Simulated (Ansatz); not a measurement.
How the bulk modulus of zinc-blende GaN (metastable phase) moves with the method

No measured value is used here.

Task: Put these levels in order of the bulk modulus that they give for zinc-blende GaN (metastable phase), smallest first: B3LYP (VWN-RPA form) (Ansatz, a quantum-chemistry and plane-wave program), PBE (Ansatz), r²SCAN+rVV10 (Ansatz).

Result: PBE (172 GPa), B3LYP (VWN-RPA form) (183 GPa), r²SCAN+rVV10 (200 GPa)

Unless a cell is named, each level is at its own relaxed cell (PBE 11.76, r²SCAN+rVV10 11.30, B3LYP (VWN-RPA form) 11.68 Å³/atom).

Each level is taken at its own relaxed cell. Cutoffs and k meshes differ between the levels. Ansatz's density-functional and Hartree–Fock values are scalar-relativistic unless marked +SOC, with PAW data made under PBE.
